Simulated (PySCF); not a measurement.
H₂N, SMILES [NH2] (connectivity only; charge and spin as stated), charge -1, multiplicity 1. The structure is a stationary point at PBE-D3(BJ)/def2-TZVPD. The multiplicity is an assumed one; other spin states were not compared. The isomer is the one that the SMILES or the coordinates give; other isomers of the formula were not compared.

Calculation: PBE-D3(BJ)/def2-TZVPD (PySCF 2.14.0).

Harmonic wavenumbers (cm⁻¹): 1466, 3206, 3286. Rotational constants (GHz): 661.8, 389.4, 245.2; symmetry number 2.

Problem. Work out the zero-point energy and the ideal-gas rigid-rotor harmonic-oscillator thermochemistry at 298.15 K and 1 atm.

Solution. ZPE = ½ Σ hcν = ½ × 7958 cm⁻¹ = 11.38 kcal/mol. H − E(el) = 13.75 kcal/mol. Entropy in cal/(mol K): translation 34.26, rotation 10.93, vibration 0.01, total 45.20. G − E(el) = 0.27 kcal/mol. Cp = 8.03 cal/(mol K).
